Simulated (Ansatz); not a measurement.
System: fcc Rh. Method: r²SCAN (plane waves, PAW; Ansatz, a first-principles code).

Numerical settings: plane-wave cutoff 500 eV, 32×32×32 k mesh, Fermi–Dirac smearing 0.1 eV, no spin polarisation, scalar-relativistic PAW data made under PBE.

Computed at the level's own relaxed cell.

**Question.** Predict the volume per atom and equilibrium lattice constant a.

**Answer.** 
volume per atom: 13.74 Å³/atom
equilibrium lattice constant a: 3.802 Å

Measured, for comparison: equilibrium volume per atom 13.65 Å³/atom, lattice constant a 3.794 Å (static lattice: zero-point anharmonic expansion removed; as tabulated in Mejia-Rodriguez and Trickey (2018), arXiv:1807.09216). Computed (rounded) less measured: equilibrium volume per atom +0.7 %, lattice constant a +0.2 %.

Computed values are for the static lattice.

It cost around 70 core-seconds (rough) of CPU time.
